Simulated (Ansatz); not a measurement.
Input file:

```yaml
crystal:
  periodic: [false, false, false]
  atoms:
    - {symbol: H, position_ang: [-2.208390, 0.000000, 0.000000]}
    - {symbol: H, position_ang: [-1.515390, 0.000000, 0.000000]}
    - {symbol: B, position_ang: [0.212610, 0.000000, 0.000000]}
    - {symbol: H, position_ang: [0.721683, 0.000000, 1.077008]}
    - {symbol: H, position_ang: [0.721683, 0.000000, -1.077008]}
basis:
  gaussian: {orbitals: 6-31G}
magnetization: {spin_polarized: true, initial_magnetization: 1}
correlation: {method: ccsdtq, electrons: outside_noble_gas}
```

```sh
$ ansatz run in.yaml --threads 1 --pin off --events-out ev --progress --plain --max-ram 2393MiB
```

Log:

```
383 factors; integrals over basis functions are off by at most 7.6e-8 eV
mean field evaluation 1: about -729.4934 eV, gradient 7.7e0 eV
mean field evaluation 2: about -729.4892 eV, gradient 7.7e0 eV
mean field evaluation 4: about -730.2619 eV, gradient 8.3e-1 eV
mean field evaluation 8: about -730.2756 eV, gradient 6.9e-3 eV
mean field evaluation 16: about -730.2813 eV, gradient 2.7e-2 eV
mean field evaluation 32: about -729.6833 eV, gradient 2.8e-5 eV
mean field evaluation 64: about -729.6832 eV, gradient 3.4e-2 eV
mean field -730.27555924 eV, -26.8371318036 hartree, gradient 8.1e-6 eV, S^2 0.760370; 7 other end points of the search recorded, 0 dependent functions left out
determinant -730.27555924 eV, -26.8371318036 hartree, with singles and doubles -732.42013356 eV, -26.9159434560 hartree
determinant -729.68327672 eV, -26.8153658222 hartree, with singles and doubles -731.96642886 eV, -26.8992701161 hartree
determinant -730.27555924 eV, -26.8371318036 hartree, with singles and doubles -732.42022813 eV, -26.9159469315 hartree
determinant -729.68327672 eV, -26.8153658222 hartree, with singles and doubles -731.96651272 eV, -26.8992731978 hartree
1 core orbitals not correlated: weight in the atoms' cores, before any rotation towards them, 1.000 or more for the frozen orbitals, at most 0.000 for the correlated occupied ones
reference -730.27555924 eV, -26.8371318036 hartree; 4, 3 occupied and 12, 13 virtual orbitals, 383 factors
second order -1.57012320 eV of doubles, -0.00000000 eV of singles
cycle   1  -1.95979958 eV  change   -3.9e-1 eV  update   4.7e-2
cycle   2  -2.15882912 eV  change   -2.0e-1 eV  update   2.1e-2
cycle   3  -2.17506216 eV  change   -1.6e-2 eV  update   6.7e-3
cycle   4  -2.17682542 eV  change   -1.8e-3 eV  update   1.9e-3
cycle   5  -2.17663923 eV  change    1.9e-4 eV  update   6.8e-4
cycle   6  -2.17665001 eV  change   -1.1e-5 eV  update   2.5e-4
cycle   7  -2.17670603 eV  change   -5.6e-5 eV  update   1.0e-4
cycle   8  -2.17670867 eV  change   -2.6e-6 eV  update   3.7e-5
cycle   9  -2.17669914 eV  change    9.5e-6 eV  update   1.4e-5
cycle  10  -2.17670166 eV  change   -2.5e-6 eV  update   5.4e-6
cycle  11  -2.17670245 eV  change   -7.9e-7 eV  update   2.2e-6
cycle  12  -2.17670251 eV  change   -5.6e-8 eV  update   8.3e-7
Total energy: -732.45226175 eV, -26.9171241454 hartree
```

For the same geometry and basis full CI lies 0.1 meV higher.

Ran on 1 thread of Arm Neoverse V2, shared host: 8.5 s wall, 0.16 GiB peak host memory.
